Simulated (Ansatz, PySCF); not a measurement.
System: C₃H₃ (charge -1, singlet). It need not be the lowest isomer of its formula. Whether it binds its extra electron was not tested at this geometry. 
Geometry from a B3LYP-D3(BJ)/def2-TZVP (Ansatz, a first-principles code) optimisation:
SMILES: [C-]#CC
```xyz
6

C      0.0046    -0.0025     0.3349
C      0.0216    -0.0117     1.5723
C     -0.0155     0.0084    -1.1294
H     -0.0179     1.0267    -1.5482
H      0.8559    -0.4989    -1.5715
H     -0.9021    -0.4930    -1.5473
```
Charge -1, spin multiplicity 1.

Total electronic energies in hartree. Cores are frozen in the correlated levels unless marked. Spin-orbit coupling is left out. No relativistic terms. CBS marks a two-point X^-3 extrapolation of the correlation energy; Hartree-Fock from the larger set. [CCSD(T)-MP2]/basis is that difference in the basis named.

```json
[
 {"level": "HF/cc-pVDZ", "program": "Ansatz", "energy (Eh)": "-115.23643"},
 {"level": "PBE-D3(BJ)/def2-TZVPD", "program": "Ansatz + dftd3", "energy (Eh)": "-115.91816"},
 {"level": "BLYP-D3(BJ)/def2-TZVPD", "program": "Ansatz + dftd3", "energy (Eh)": "-116.03429"},
 {"level": "M06-L/def2-TZVPD", "program": "PySCF", "energy (Eh)": "-116.05417"},
 {"level": "r2SCAN-D3(BJ)/def2-TZVPD", "program": "Ansatz + dftd3", "energy (Eh)": "-115.99862"},
 {"level": "TPSSh/def2-TZVPD", "program": "PySCF", "energy (Eh)": "-116.08151"},
 {"level": "r2SCAN0/def2-TZVPD", "program": "Ansatz", "energy (Eh)": "-115.98292"},
 {"level": "HSE06-D4/def2-TZVPD", "program": "Ansatz + dftd4", "energy (Eh)": "-115.91905"},
 {"level": "HSE06/def2-TZVPD", "program": "Ansatz", "energy (Eh)": "-115.91635"},
 {"level": "CAM-B3LYP-D4/def2-TZVPD", "program": "Ansatz + dftd4", "energy (Eh)": "-116.01032"},
 {"level": "B2PLYP/def2-TZVPD", "program": "Ansatz", "energy (Eh)": "-115.96788"},
 {"level": "RPA@PBE/cc-pVTZ", "program": "Ansatz", "energy (Eh)": "-116.04027"},
 {"level": "RI-MP2/cc-pVQZ", "program": "Ansatz", "energy (Eh)": "-115.80286"},
 {"level": "CCSD/cc-pVDZ", "program": "Ansatz", "energy (Eh)": "-115.66013"},
 {"level": "RI-MP2/CBS(aug-cc-pVTZ,aug-cc-pVQZ)+[CCSD(T)-MP2]/aug-cc-pVTZ", "program": "Ansatz", "energy (Eh)": "-115.8740"}
]
```

Totals of different functionals don't rank their quality; only differences between species are comparable.
